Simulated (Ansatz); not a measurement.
C3H3FO can be A, `OC1(F)C=C1`, or B, `OC1=C(F)C1`.

Computed with Ansatz on PBE0-D4/def2-TZVP structures; ΔE is electronic, products minus reactants. CBS: MP2 limit from def2 TZ/QZ plus the TZ coupled-cluster correction, frozen cores. Functionals use def2-TZVPP. Each species was taken in one conformer, which may not be the lowest.

A:

```xyz
8

O    -0.9911   -0.3384   -1.1858
C    -0.0362    0.2023   -0.3613
F     0.3871    1.4017   -0.9076
C     0.8961   -0.6217    0.3700
C     0.0210    0.0405    1.0819
H    -1.6302    0.3500   -1.3975
H     1.7246   -1.3114    0.3417
H    -0.3714    0.2770    2.0585
```

B:

```xyz
8

O     0.3599   -0.7899   -1.6268
C     0.1870   -0.2581   -0.4223
C     0.4714    0.0188    0.7971
F     1.2728   -0.0633    1.8362
C    -0.8183    0.5828    0.3259
H     1.1945   -1.2715   -1.6439
H    -1.7651    0.1320    0.6399
H    -0.9023    1.6492    0.0939
```

Task: Which isomer does CCSD(T)/CBS put lower? Give the gap. (An estimate is asked.)

Result: Computed: A, by 19.0 kcal/mol.

Task: Give E(B) − E(A) in kcal/mol with r2SCAN-D4, ωB97M-V, HF/def2-TZVPP, CCSD(T)/def2-TZVPP, BLYP-D4, PBE0-D4, PBE-D4. (Best estimate.)

Result: Ansatz gave: r2SCAN-D4 17.4, ωB97M-V 18.9, HF/def2-TZVPP 20.8, CCSD(T)/def2-TZVPP 17.9, BLYP-D4 15.4, PBE0-D4 16.1, PBE-D4 14.3. None reverses the order clearly.

Task: Does the order hold for the free energy at 298.15 K (harmonic terms from PBE0-D4)? (Estimate.)

Result: Computed: Yes: G(B) − G(A) = +19.7 kcal/mol, for one conformer each.

Largest T1 diagnostic: 0.012.

From PBE to PBE0 (25 % exact exchange), in def2-TZVPP and without D4, E(B) − E(A) moves by +1.8 kcal/mol. At CCSD(T), def2-SVP lies −2.4 kcal/mol from the extrapolated value and def2-TZVPP −1.2 kcal/mol.
